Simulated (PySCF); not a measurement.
**Chlorine: a sound run and one with changed settings**

Sound run: Cl [Ne] 3s2 3p5, Cl⁺ [Ne] 3s2 3p4. Calculation: PySCF 2.14, in jorge-DZP-DKH; the spin-free X2C one-electron Hamiltonian (Gaussian nucleus). In the sound run the correlated levels freeze [Ne]. The sound run starts from symmetry-adapted Hartree-Fock orbitals and uses a fine grid where one is needed.

Changed run: basis STO-3G, all-electron and non-relativistic. This setting is unsound on purpose.

```
species  method  sound run (hartree)  changed run (hartree)  converged
     Cl     UHF           -460.88376             -454.54219        yes
     Cl   B3LYP           -461.58563             -455.11816        yes
     Cl     LDA           -460.05310             -453.57551        yes
     Cl     MP2           -461.00022             -454.54219        yes
    Cl⁺     UHF           -460.45108             -454.12970        yes
    Cl⁺   B3LYP           -461.10585             -454.65602        yes
    Cl⁺     LDA           -459.56812             -453.11261        yes
    Cl⁺     MP2           -460.54393             -454.12970        yes
```

Ionisation energy of Cl:

```tsv
method	sound run (eV)	changed run (eV)
UHF	11.774	11.224
B3LYP	13.055	12.575
LDA	13.197	12.596
MP2	12.416	11.224
SCS-MP2	12.398	11.224
```

A minimal basis cannot let orbitals breathe on ionisation and holds almost no correlation. The Hamiltonian changed with the basis, so the totals do not compare.

For comparison, NIST gives 12.968 eV between the lowest levels.
